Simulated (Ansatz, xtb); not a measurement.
## BH5NSi+: where a starting geometry ends

The starting geometry of this gas-phase singlet was built from a drawn formula by distance geometry and a force field; its bonds are those of `B1[NH2+][SiH2]1`.

| atom | x (Å) | y (Å) | z (Å) |
| --- | --- | --- | --- |
| B | -0.4137 | -0.7151 | -0.9236 |
| N | 1.0367 | -1.2776 | -0.7959 |
| Si | 1.1620 | 0.3652 | -0.3133 |
| H | -1.5996 | -0.8350 | -1.0738 |
| H | 1.4013 | -1.4978 | -1.7368 |
| H | 1.1002 | -2.0076 | -0.0348 |
| H | 1.4739 | 1.3977 | -1.3764 |
| H | 1.0247 | 0.6773 | 1.1228 |

Q: Where would you expect an optimisation with r2SCAN-D4/def2-SVP to take it?

A: It keeps its bonds, and is `B1[NH2+][SiH2]1`. Distances that change by over a tenth: N2–Si3 (1.72 → 1.94 Å).

The energy falls by 1.35 eV over 9 steps:

```
step  E − E(last) (eV)
   1             1.349
   2             0.369
   3             0.073
   4             0.011
   5             0.002
   6             0.000
   7             0.000
   8             0.000
   9             0.000
```

Final geometry (Å):

```yaml
atoms:
  - { symbol: B, position_ang: [-0.4727, -0.6334, -0.8714] }
  - { symbol: N, position_ang: [0.9236, -1.2500, -0.8062] }
  - { symbol: Si, position_ang: [0.9014, 0.6212, -0.2937] }
  - { symbol: H, position_ang: [-1.5147, -1.1271, -1.1737] }
  - { symbol: H, position_ang: [1.3302, -1.5653, -1.6999] }
  - { symbol: H, position_ang: [1.0617, -2.0134, -0.1269] }
  - { symbol: H, position_ang: [1.6885, 1.3703, -1.2964] }
  - { symbol: H, position_ang: [1.2674, 0.7047, 1.1364] }
```

From the same start GFN2-xTB ends elsewhere, at `NB[SiH2+]`.

No frequencies were run, so the end isn't proven a minimum. Run with Ansatz 0.2.0, 11 s on 1 thread of Intel(R) Xeon(R) 6975P-C (Granite Rapids), on a shared host.
